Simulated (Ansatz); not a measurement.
Structure relaxation of VO₃

Computed with DFT PBE, scalar-relativistic, plane waves, PAW in Ansatz 0.2.0. Cutoff 420 eV, Γ-centred k mesh, Gaussian smearing, collinear spin, first started from parallel moments.

The start puts VO₃ on the TiAl3 (D0_22) structure type (I4/mmm, No. 139), with V in place of Ti, O in place of Al, at a guessed volume.

```
V O
1.0
    -1.58666    1.58666    3.54423
     1.58666   -1.58666    3.54423
     1.58666    1.58666   -3.54423
V O
1 3
Cartesian
  0.0000 0.0000 0.0000
  0.0000 0.0000 3.5442
  1.5867 0.0000 1.7721
  0.0000 1.5867 1.7721
```

Steps on the 8×8×8 mesh (4 atoms). 9 of 10 steps are shown, and the free energy counts from the last. Trial steps that were taken back and renewals of the plane-wave basis can be among the rows.

```csv
step,ΔF (meV/atom),V (Å³/atom),P (GPa)
1,139.6,8.92,-17.00
2,70.0,8.29,-6.74
3,34.1,7.92,1.41
4,5.8,7.86,2.85
5,1.9,7.94,0.15
6,1.1,7.95,-0.28
8,0.2,7.95,0.01
9,0.0,7.95,0.11
10,0.0,7.95,0.12
```

A final relaxation ran on a 20×20×20 mesh. The relaxed crystal, I4/mmm (No. 139):

Space group I4/mmm (No. 139). a = 3.297 Å, b = 3.297 Å, c = 5.849 Å, α = 90.00°, β = 90.00°, γ = 90.00°
| atom | site | symmetry | x | y | z |
| --- | --- | --- | --- | --- | --- |
| V | 2a | 4/mmm | 0.0000 | 0.0000 | 0.0000 |
| O | 2b | 4/mmm | 0.5000 | 0.5000 | 0.0000 |
| O | 4d | -4m2 | 0.5000 | 0.0000 | 0.2500 |

```yaml
Volume_per_atom: 7.95 Å³
Density: 5.17 g/cm³
Energy_over_the_elements: -0.42 eV/atom
Gap_on_the_20×20×20_mesh: 0 eV (a metal)
Net_moment_per_atom: 0.25 μB
Largest_site_moment: 0.86 μB
```

Energies over the elements count from the elements' standard structures at the same level (O₂ as a molecule), with no empirical corrections.

The final run used a 20×20×20 mesh on its 4-atom cell and 0.10 eV smearing. The k mesh leaves about 4 meV/atom of noise in metals.

Symmetry constrained the relaxation, so the result can be a saddle point.

Cost: 3 runs of about 7 core-minutes in all, on Intel Xeon Platinum 8259CL (Skylake/Cascade Lake) (shared hosts).